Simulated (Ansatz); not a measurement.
# AlHO+ (doublet): wave-function methods side by side, def2-TZVPP

One table from this session's results is given with a row withheld; the runs are named, their logs left out.

The runs use Ansatz 0.2.0, Gaussian basis; def2-TZVPP, core rule «outside noble gas», up to 6 orbitals frozen.

To be run: UHF; ROHF; CCSD(T) on UHF.

2 further runs of the same task are left out: 2 set aside as unsound or not needed.

## The geometry

The geometry is a PBE0/def2-TZVP stationary point (not a proven minimum) of the parent state, kept for this charge and spin.

3 atoms, charge 1, spin multiplicity 2.

Atoms are counted from 1 here; the program's logs count them from 0.

Bond lengths: Al1–O2 1.594 Å, Al1–H3 1.568 Å. Angles: O2–Al1–H3 180.0°.

Coordinates:

```
Al    0.00000    0.00000    0.00847
O     0.00000    0.00000   -1.58528
H     0.00000    0.00000    1.57681
```

The first run:

Contents of in.yaml:

```yaml
crystal:
  periodic: [false, false, false]
  atoms:
    - {symbol: Al, position_ang: [0.000000, 0.000000, 0.008471]}
    - {symbol: O, position_ang: [0.000000, 0.000000, -1.585277]}
    - {symbol: H, position_ang: [0.000000, 0.000000, 1.576806]}
basis:
  gaussian: {orbitals: def2-TZVPP}
total_charge: 1
magnetization: {spin_polarized: true, initial_magnetization: 1}
hamiltonian: {xc: hf}
output: {orbitals: {seedname: orbitals}}
```

Launch:

```sh
$ ansatz run in.yaml --threads 1 --pin off --events-out ev --progress --plain --max-ram 2816MiB --backend cpu
```

Among the steps run: UHF; ROHF; CCSD(T) on UHF.

One table of the session follows, with a row left open; its other results are not shown here.

It belongs to the step «Misses and costs». 

| method | from UCCSD(T) (kcal/mol) |
| --- | --- |
| ROHF | +166.62 |
| UHF | ? |
| UMP2 | +17.25 |
| UCCSD | +4.32 |
| UCCSD(T) | 0 |

Estimate the missing values for UHF.

As computed: from UCCSD(T) (kcal/mol): +163.90. In the column «from UCCSD(T) (kcal/mol)» it lies between UMP2 (+17.25) and ROHF (+166.62).
